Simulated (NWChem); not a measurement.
## Total energies of HS

SMILES: [SH]
```xyz
2

S      0.0000     0.0000     0.0796
H      0.0000     0.0000    -1.2741
```
Charge 0, spin multiplicity 2.

All runs are NWChem calculations. The geometry was optimised at UPBE0/def2-SVP, a minimum by its harmonic frequencies.

Basis set: STO-3G (10 functions).

```tsv
method	total energy (Ha)
UHF	-393.71010
UMP2	-393.72453
UB2PLYP	-394.14663
UPBE	-394.11081
UB3LYP	-394.30580
ULC-wPBE (omega 0.3 per bohr)	-394.14516
```

Total energies of different functionals aren't comparable as a measure of quality: only differences taken within one method are. 

The correlated methods keep 5 core orbitals frozen. B3LYP has NWChem's definition, with VWN1-RPA local correlation. The structure started from a generated list of species. The unpaired electrons of the parent sit in orbitals of symmetry b2 (C2v labels of the run); other states weren't searched. No SCF solution was tested for a lower state. Open-shell Hartree-Fock references start from PBE0 orbitals.
